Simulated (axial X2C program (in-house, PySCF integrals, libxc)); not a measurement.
# Low determinants of CH at the PBE0 level, with spin–orbit coupling

Calculated with an in-house all-electron X2C program for linear molecules (integrals from PySCF). Two-component (2c) means X2C with spin–orbit coupling and atomic mean-field two-electron Coulomb and Gaunt terms. Basis: C dyall-v3z [7s6p2d1f], H dyall-v3z [6s2p1d] (cores contracted in-house); Gaussian nuclei, density fitting, unrestricted open shells. Masses: C 12.000 u, H 1.008 u.

Search at 1.125 Å (vertical energies from the lowest determinant):

```
ΔE (eV)    state  electrons beyond evenly filled partner blocks  electrons in ±ω = 1/2, 3/2, 5/2, 7/2
   0.00  Ω = 1/2                                        ω = 1/2                               7 0 0 0
   0.00  Ω = 3/2                                        ω = 3/2                               6 1 0 0
   1.83  Ω = 1/2                          2 × ω = -1/2, ω = 3/2                               6 1 0 0
   2.66  Ω = 5/2                           2 × ω = 1/2, ω = 3/2                               6 1 0 0
   2.66  Ω = 1/2                                        ω = 1/2                               5 2 0 0
```

Lowest determinant, Ω = 1/2 (⟨Sz⟩ = -0.50, ⟨Lz⟩ = 1.00 at PBE0): Re = 1.125 Å, ωe = 2846.6 cm⁻¹.

The determinant in row 2 of the search, Ω = 3/2 (⟨Sz⟩ = 0.50, ⟨Lz⟩ = 1.00 at PBE0), was followed along the bond at PBE0; measured from the minimum of the lowest determinant it gives:

Te = 0.004 eV (32 cm⁻¹), Re = 1.125 Å, ωe = 2846.7 cm⁻¹.

Compare the bond of the determinant in row 2 with that of the lowest one.

At PBE0 its Re is the same within 0.001 Å and its force constant, which goes as ωe², is 1.00 times that of the lowest determinant. T0 ≈ Te + Δωe/2 = 32 + (0) = 32 cm⁻¹.

The search compares states at one distance, so a state with another bond length can lie lower; it is not exhaustive and yields mostly the lowest determinant of each block pattern, so other components and higher states of one pattern are missing. These are energies of single determinants, not of spin-adapted states; PBE0 term energies can be off by some tenths of an eV, and the functional has no current term. The lowest determinant need not be the ground state where others lie within half an eV.
